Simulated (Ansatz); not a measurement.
**Worked example: correlation energy of [H···H···S], triplet**

Geometry: a point of a hydrogen-transfer path between rigid fragments, not a stationary point.

```xyz
3

H     0.0000    0.0000   -1.1387
H     0.0000    0.0000   -0.4457
S     0.0000    0.0000    1.5843
```

Basis 6-31G; Ansatz 0.2.0. Only valence electrons are correlated (noble-gas cores frozen), which leaves 8 electrons in 12 orbitals. Prefix R: restricted or restricted open-shell reference; prefix U: unrestricted.

Full CI is exact within this basis and frozen core; it isn't the basis-set limit. The frozen core follows each run's orbitals, which can shift R against U totals by a few meV.

Runs differ by some tens of microhartree through their thresholds and, for an open shell, their frozen cores, so steps under 0.1 kcal/mol mean nothing.

```tsv
level	total energy (hartree)
UHF	-398.581213
UMP2	-398.617355
UCCSD	-398.629817
UCCSD(T)	-398.630090
UCCSDT	-398.630170
UCCSDT(Q)	-398.630163
UCCSDTQ	-398.630161
full CI	-398.630158
```

What is the correlation energy at full CI, and what share of it do UMP2 and UCCSD recover?

E(corr) = -398.630158 − (-398.581213) = -0.048945 hartree = -1.332 eV. UMP2: -0.036142 / -0.048945 = 73.84 %. UCCSD: -0.048604 / -0.048945 = 99.30 %.

By how many kcal/mol does UCCSD(T) miss full CI (1 hartree = 627.509 kcal/mol), and which steps make up the rest?

-398.630090 − (-398.630158) = 0.000068 hartree = 0.04 kcal/mol. Steps: UCCSDT − UCCSD(T) = -0.05, UCCSDT(Q) − UCCSDT = 0.00, UCCSDTQ − UCCSDT(Q) = 0.00, full CI − UCCSDTQ = 0.00 kcal/mol. That is within 1 kcal/mol of the reference in this basis, which itself misses far more of the correlation at the basis-set limit.
